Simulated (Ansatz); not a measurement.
# CHNO (SMILES N=C=O): single points off equilibrium

One table from this session's results is given with a row withheld; the runs are named, their logs left out.

Method: single points in def2-TZVPP; program: Ansatz 0.2.0, Gaussian basis.

Correlated methods freeze the cores.

## The starting structure

4 atoms, charge 0, spin multiplicity 1.

Atoms are counted from 1 here; the program's logs count them from 0.

Bond lengths: N1–C2 1.210 Å, N1–H4 0.984 Å, C2–O3 1.176 Å. Angles: C2–N1–H4 144.3°, N1–C2–O3 171.8°.

Geometry (Å):

```xyz
4

N     0.55682   -0.32430   -0.33215
C    -0.46548    0.19929    0.04824
O    -1.53604    0.57093    0.36087
H     1.53358   -0.34624   -0.21832
```

Set-up of the first run:

Input file run/in.yaml:

```yaml
crystal:
  periodic: [false, false, false]
  atoms:
    - {symbol: N, position_ang: [0.556819, -0.324304, -0.332146]}
    - {symbol: C, position_ang: [-0.465484, 0.199286, 0.048236]}
    - {symbol: O, position_ang: [-1.536039, 0.570935, 0.360874]}
    - {symbol: H, position_ang: [1.533582, -0.346237, -0.218322]}
basis:
  gaussian: {orbitals: def2-TZVPP}
hamiltonian: {xc: pbe, dispersion: d4}
output: {forces: true}
```

Launch:

```console
$ ansatz run in.yaml --threads 2 --pin off --events-out ev --progress --plain --max-ram 3481MiB
```

Among the steps run: PBE-D4/def2-TZVPP; r2SCAN-D4/def2-TZVPP; PBE0-D4/def2-TZVPP; wB97M-V/def2-TZVPP; CCSD(T)/def2-TZVPP.

One table of the session follows, with a row left open; its other results are not shown here.

```
   method  RMS force component (eV/Å)  angle to CCSD(T) forces (°)  dipole (D)
   PBE-D4                       0.617                         16.9        2.41
r2SCAN-D4                           ?                            ?           ?
  PBE0-D4                       0.798                         26.8        2.51
  wB97M-V                       0.766                         24.6        2.51
  CCSD(T)                       0.567                    reference        2.51
```

**Question.** Estimate the row for r2SCAN-D4.

As computed: RMS force component (eV/Å): 0.693; angle to CCSD(T) forces (°): 13.8; dipole (D): 2.47. In the column «RMS force component (eV/Å)» it lies between PBE-D4 (0.617) and wB97M-V (0.766).
